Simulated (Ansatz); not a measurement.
Geometry optimisation, RKS PBE-D4/def2-SVP in Ansatz 0.2.0.

The input (input.yaml):

```yaml
crystal:
  periodic: [false, false, false]
  atoms:
    - { symbol: B, position_ang: [0.0, 0.0, 0.0] }
    - { symbol: H, position_ang: [0.0, 0.0, 1.19] }
    - { symbol: C, position_ang: [1.3856, 0.0, -0.8] }
    - { symbol: H, position_ang: [1.7152, -1.0462, -0.9702] }
    - { symbol: H, position_ang: [1.2491, 0.508, -1.7774] }
    - { symbol: H, position_ang: [2.1552, 0.5381, -0.2082] }
    - { symbol: C, position_ang: [-1.3856, 0.0, -0.8] }
    - { symbol: H, position_ang: [-1.9458, -0.9305, -0.5708] }
    - { symbol: H, position_ang: [-1.9898, 0.8797, -0.4946] }
    - { symbol: H, position_ang: [-1.1839, 0.0508, -1.8903] }
basis:
  gaussian: { orbitals: def2-SVP }
hamiltonian:
  xc: pbe
  dispersion: d4
relax:
  f_tol: 0.02
  max_steps: 40
```

Command:

```bash
$ ansatz run input.yaml --threads 2 --pin off --max-ram 3072MiB --backend cpu --events-out ev --progress --plain --runs-dir out
```

Where does it end, and by what steps?

It converged. After 11 steps the energy has fallen by 0.113 eV; H8 moved furthest, 0.29 Å.

| step | energy less start (eV) | largest force component (eV/Å) | accepted |
| --- | --- | --- | --- |
| 0 | 0.0000 | 1.458 | yes |
| 1 | -0.0857 | 0.552 | yes |
| 2 | -0.1050 | 0.223 | yes |
| 3 | -0.1076 | 0.159 | yes |
| 4 | -0.1109 | 0.134 | yes |
| 5 | -0.1123 | 0.036 | yes |
| 6 | -0.1108 | 0.226 | no |
| 7 | -0.1129 | 0.027 | yes |
| 8 | -0.1130 | 0.067 | yes |
| 9 | -0.1132 | 0.023 | yes |
| 10 | -0.1132 | 0.025 | yes |
| 11 | -0.1133 | 0.004 | yes |

```xyz
10
Properties=species:S:1:pos:R:3
B 0.000 -0.086 -0.076
H -0.003 -0.277 1.136
C 1.383 0.092 -0.789
H 1.791 -0.946 -0.873
H 1.343 0.503 -1.818
H 2.134 0.641 -0.186
C -1.381 -0.037 -0.814
H -2.125 -0.761 -0.421
H -1.805 0.966 -0.559
H -1.338 -0.096 -1.920
```

Whether the end is a true minimum wasn't checked by a vibrational analysis.

Time of the run: 12 s on 2 threads of Arm Neoverse V1, with other jobs on the host, peak memory 0.13 GiB.
